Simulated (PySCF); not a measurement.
# HF/6-31G(d) (spherical functions) run of BSiH4F (SMILES FB[SiH3])

Aim: the vertical ionisation energy of BSiH4F at HF/6-31G* (spherical functions), from 2 runs. 

The calculation is run with PySCF 2.14.0.

9 further runs of the same task are left out: 6 that didn't finish, 3 set aside as unsound or not needed.

**1. Starting point**

BSiH4F: 7 atoms, total charge 0, spin state singlet. As SMILES, `FB[SiH3]`. The coordinates come from a PBE0-D4/def2-TZVP relaxation.

Bond lengths: F1–B2 1.321 Å, B2–Si3 2.035 Å, B2–H4 1.203 Å, Si3–H5 1.490 Å, Si3–H6 1.491 Å, Si3–H7 1.487 Å. Angles: F1–B2–Si3 121.0°, F1–B2–H4 116.1°, Si3–B2–H4 122.9°, B2–Si3–H5 109.0°, B2–Si3–H6 108.5°, B2–Si3–H7 113.6°, H5–Si3–H6 107.5°, H5–Si3–H7 109.1°, H6–Si3–H7 109.0°.

**2. A single-point energy at HF/6-31G(d) (spherical functions)**

input.py reads:

```python
from pyscf import gto

mol = gto.M(
    atom='''
F     -1.379400    -1.601500     0.571800
B     -0.186700    -1.168700     0.204000
Si     0.146300     0.805600    -0.161100
H      0.673400    -2.004900     0.107300
H      0.733100     0.954500    -1.522300
H      1.152900     1.303800     0.818800
H     -1.078400     1.642900    -0.064200
''',
    basis='6-31g*',
    max_memory=40,
    spin=0,
    verbose=4,
)

mf = mol.RHF()
mf.max_cycle = 60
mf.conv_tol = 1e-08
mf.direct_scf_tol = 1e-08
mf.kernel()

e_tot = mf.e_tot
print(f'total energy: {e_tot:.8f} hartree')
```

Command:

```
$ OMP_NUM_THREADS=1 python input.py
```

What it wrote:

```text
PySCF version 2.14.0

[... 63 lines left out ...]
converged SCF energy = -415.387170204327
total energy: -415.38717020 hartree
```

Run time: 2.5 s. Hardware: 1 thread of Arm Neoverse V1, shared host; peak memory 0.12 GiB.

**3. The doublet cation, same level**

calc.py reads:

```python
from pyscf import gto

mol = gto.Mole()
mol.atom = '''
F     -2.606688    -3.026396     1.080545
B     -0.352812    -2.208523     0.385504
Si     0.276467     1.522363    -0.304435
H      1.272542    -3.788712     0.202768
H      1.385358     1.803744    -2.876730
H      2.178665     2.463825     1.547308
H     -2.037881     3.104631    -0.121320
'''
mol.unit = 'bohr'
mol.charge = 1
mol.verbose = 3
mol.basis = '6-31g*'
mol.spin = 1
mol.max_memory = 40
mol.build()

mf = mol.UHF()
mf.max_cycle = 60
mf.conv_tol = 1e-08
mf.direct_scf_tol = 1e-08
mf.kernel()

e_final = mf.e_tot
print('Final energy', e_final)
```

Command:

```
$ OMP_NUM_THREADS=1 python calc.py
```

What it wrote:

```text
converged SCF energy = -415.014721106633  <S^2> = 0.76216621  2S+1 = 2.0121294
Final energy -415.0147211066328
```

Run time: 3.9 s. Hardware: 1 thread of Arm Neoverse V1, shared host; peak memory 0.12 GiB.

**4. Summary of results**

Level: HF/6-31G* (spherical functions).

| quantity | value |
| --- | --- |
| singlet BSiH4F: total energy | -415.38717 Eh |
| singlet BSiH4F: dipole moment | 0.60 D |
| singlet BSiH4F: HOMO energy | -11.26 eV |
| singlet BSiH4F: LUMO energy | 2.32 eV |
| singlet BSiH4F: HOMO–LUMO gap | 13.58 eV |
| doublet cation: total energy | -415.01472 Eh |
| doublet cation: HOMO energy (highest over α and β) | -19.17 eV |
| doublet cation: LUMO energy (lowest over α and β) | -9.05 eV |
| doublet cation: ⟨S²⟩ | 0.762 |
| vertical ionisation energy (to the doublet cation) | 10.135 eV |

What this shows: The vertical ionisation energy comes to 10.13 eV (234 kcal/mol). The negative HOMO energy of the first species, 11.26 eV, lies 1.12 eV above that difference.
